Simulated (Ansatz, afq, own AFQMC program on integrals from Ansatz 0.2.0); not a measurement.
AFQMC on a folder of integrals that Ansatz 0.2.0 wrote.

```yaml
crystal:
  periodic: [false, false, false]
  atoms:
    - {symbol: B, position_ang: [0.000000, 0.000000, 1.774267]}
    - {symbol: C, position_ang: [0.000000, 0.000000, -0.351733]}
    - {symbol: H, position_ang: [0.000000, 0.000000, -1.422535]}
basis:
  gaussian: {orbitals: 6-31G}
magnetization: {spin_polarized: true, initial_magnetization: 2}
correlation: {method: ccsd_t, electrons: outside_noble_gas, hamiltonian_folder: ham}
```

```sh
$ ansatz run in.yaml --threads 1 --pin off --events-out ev --progress --plain --max-ram 24576MiB --backend cuda --devices 0, --max-vram 18GiB
```

Options of the walk:

```
--method phaseless --trial cisd --walkers 4000 --populations 20 --least-time 60 --time-step 0.005 --steps-per-block 50 --equilibration-blocks 40 --max-blocks 4000 --target-error 0.00034 --factor-cut 1e-05 --start spin_pure --seed 3322 --release-times 0.24,0.51,0.99,1.62,2.4 --release-step 0.03 --release-every 3 --taylor-order 6
```

Times are imaginary, in 1/Eh. The walk had a cap of 122 s. With eight or more populations the least sampling time is a fifth of least-time, and the error comes from their spread.

```
orbitals 18  electrons 5 3  factors 103 of 285
reference energy -62.85042478 Eh
CCSD correlation -0.12432717 Eh in 14 cycles, weight of the determinant in the CISD state 0.8435
energy of the start -62.971369 Eh
 block  time / (1/Eh)  mean weight  energy / Eh
     1     0.250  1.0000  -62.971720
     2     0.500  1.0001  -62.972817
     3     0.750  0.9999  -62.973970
     4     1.000  0.9999  -62.974913
     5     1.250  1.0000  -62.975897
     7     1.750  0.9998  -62.977193
     9     2.250  1.0000  -62.977676
    11     2.750  0.9999  -62.978465
    15     3.750  0.9999  -62.978480
    19     4.750  0.9999  -62.978656
    23     5.750  1.0000  -62.979110
    27     6.750  1.0001  -62.979111
    31     7.750  0.9999  -62.979571
    35     8.750  1.0000  -62.980538
    39     9.750  1.0001  -62.974843
    43    10.750  0.9999  -62.979395
    47    11.750  0.9999  -62.978934
    51    12.750  0.9999  -62.978428
    55    13.750  1.0001  -62.978485
    59    14.750  1.0001  -62.978470
    63    15.750  0.9999  -62.979394
    67    16.750  1.0002  -62.979093
    71    17.750  0.9999  -62.978797
    75    18.750  0.9998  -62.978425
    79    19.750  0.9999  -62.979360
    83    20.750  0.9999  -62.979154
    87    21.750  0.9995  -62.979001
    89    22.250  1.0000  -62.977967
error from the spread of 20 populations
released: time / (1/Eh)  energy / Eh  error  mean overlap
  0.24  -62.979356  0.000121  1.0000
  0.51  -62.979556  0.000133  1.0018
  0.99  -62.980048  0.000161  0.9991
  1.62  -62.980148  0.000195  1.0018
  2.40  -62.980459  0.000459  0.9994
energy -62.978938 +/- 0.000153 Eh
(rows thinned)
```

Estimate how long the walk took on 1 × NVIDIA H100 80GB HBM3 with 2 threads of AMD EPYC 7R13 Processor (Zen 3), with other jobs on the host (the card was shared).

26 s of wall time.

The run passed its tests (sampling time, drift between the halves within three errors, error under three times the target), which doesn't prove that it has relaxed.

Against this walk (error 4.2 meV) on the same determinant: CCSD(T) 18.4 meV higher, CCSDT(Q) 43.2 meV lower, CCSDTQ 40.3 meV lower, full CI 40.2 meV lower. The error is statistical and leaves out the bias of the constraint. The determinant has ⟨S²⟩ = 2.19, so the low cluster orders mix in higher spin, while the walk starts as a pure triplet. The released energies are still falling (meV from the phaseless value at times in 1/Eh: -11 ± 3 at 0.24, -17 ± 4 at 0.51, -30 ± 4 at 0.99, -33 ± 5 at 1.62, -41 ± 12 at 2.40), so they give no level; they do show a bias of the constraint, and the last of them that isn't too noisy lies 7 meV above full CI. Full CI is exact here, so the walk's 40 meV above it is the walk's own error: the bias of the constraint with this trial.

Cautions: constraint bias not in the error; lower spins were not checked; the determinant is a saddle point among determinants of its kind; strong correlation (T1 0.051, weight of the determinant 0.84, largest double 0.10); unrestricted determinant spin contaminated (⟨S²⟩ 2.19 against 2.00).

CCSDT and higher add their correlation energy to the determinant of the CCSD(T) run, since their own runs factorise the integrals more tightly (a shift of under 2 meV). A walk keeps the symmetry of its determinant, which the program's search chose and which needn't be the lowest solution, so a lower state of the same spin and another symmetry isn't excluded.
